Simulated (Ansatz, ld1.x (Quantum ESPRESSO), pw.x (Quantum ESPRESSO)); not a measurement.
**pw.x on sc Ga: one setting changed**

Potential: ultrasoft, ld1.x (Quantum ESPRESSO) 7.5, PBEsol; core [Ar] 3d10, reference 4s2 4p1; waves: 4s (bound): rcut 1.65, rcutus 2.15 bohr; 4s channel at 0.25 Ry: rcut 1.65, rcutus 2.15 bohr; 4p (bound): rcut 1.45, rcutus 1.90 bohr; 4p channel at 3.9 Ry: rcut 1.45, rcutus 1.90 bohr; 4d channel at 0.2 Ry: rcut 1.70, rcutus 2.35 bohr; 4d channel at 1.7 Ry: rcut 1.70, rcutus 2.35 bohr; local part: all-electron potential smoothed inside 2.25 bohr (lloc = -1); core correction: a·sin(br)/r model core, default radius (core density twice the valence density); augmentation: built from norm-conserving waves at rcut, not smoothed further.

The reference run (k-mesh 12³, cutoffs 40/600 Ry, Fermi–Dirac 0.01 Ry, mixing_beta 0.4, conv_thr 1e-9, no spin) gives -1.06 GPa at 19.008 Å³/atom, where all-electron LAPW gives -0.34 GPa. This run, with its own iteration cap, changes k-mesh shift to 1.

```
&control
  calculation='scf', prefix='x', pseudo_dir='./', outdir='./tmp', tstress=.true., disk_io='none'
/
&system
  ibrav=0, nat=1, ntyp=1, ecutwfc=40, ecutrho=600, nbnd=8,
  occupations='smearing', smearing='fd', degauss=0.01
/
&electrons
  conv_thr=1e-09, mixing_beta=0.4, electron_maxstep=60
/
ATOMIC_SPECIES
Ga 1.0 Ga.UPF
CELL_PARAMETERS angstrom
  2.66877611 0.00000000 0.00000000
  0.00000000 2.66877611 0.00000000
  0.00000000 0.00000000 2.66877611
ATOMIC_POSITIONS crystal
Ga 0.0000 0.0000 0.0000
K_POINTS automatic
12 12 12 1 1 1
```

```bash
pw.x < Ga.scf.in > Ga.scf.out
```

Q: How does the run end?

A: It converges in 6 iterations; the free energy moves by -3.1 meV/atom and the pressure by -0.29 GPa.

```
Message from routine setup:
     using ibrav=0 with symmetry is DISCOURAGED, use correct ibrav instead
     lattice parameter (alat)  =       5.0433  a.u.
     unit-cell volume          =     128.2723 (a.u.)^3
     number of electrons       =         3.00
     number of Kohn-Sham states=            8
     kinetic-energy cutoff     =      40.0000  Ry
     charge density cutoff     =     600.0000  Ry
     scf convergence threshold =      1.0E-09
     Exchange-correlation= PBESOL
     number of k points=    56  Fermi-Dirac smearing, width (Ry)=  0.0100
     iteration #  1     ecut=    40.00 Ry     beta= 0.40
     total energy              =      -7.55508999 Ry
     estimated scf accuracy    <       0.00239669 Ry
     iteration #  2     ecut=    40.00 Ry     beta= 0.40
     total energy              =      -7.55489317 Ry
     estimated scf accuracy    <       0.00074998 Ry
     iteration #  3     ecut=    40.00 Ry     beta= 0.40
     total energy              =      -7.55493891 Ry
     estimated scf accuracy    <       0.00000880 Ry
     iteration #  4     ecut=    40.00 Ry     beta= 0.40
     total energy              =      -7.55493966 Ry
     estimated scf accuracy    <       0.00000006 Ry
     iteration #  5     ecut=    40.00 Ry     beta= 0.40
     total energy              =      -7.55493968 Ry
     estimated scf accuracy    <          8.1E-09 Ry
     iteration #  6     ecut=    40.00 Ry     beta= 0.40
     the Fermi energy is     5.3638 ev
!    total energy              =      -7.55493968 Ry
     estimated scf accuracy    <          4.4E-11 Ry
     smearing contrib. (-TS)   =      -0.00177675 Ry
     The total energy is F=E-TS. E is the sum of the following terms:
     one-electron contribution =       2.48381897 Ry
     hartree contribution      =       0.05154604 Ry
     xc contribution           =      -5.02519631 Ry
     ewald contribution        =      -5.06333163 Ry
     convergence has been achieved in   6 iterations
          total   stress  (Ry/bohr**3)                   (kbar)     P=      -13.48
     Message from routine punch:
     Nothing written, as per user request (disk_io='none')
```

The run took about 4.7 s on one core of a shared host (Neoverse-V2, 192 threads, 742 GiB, load 28).
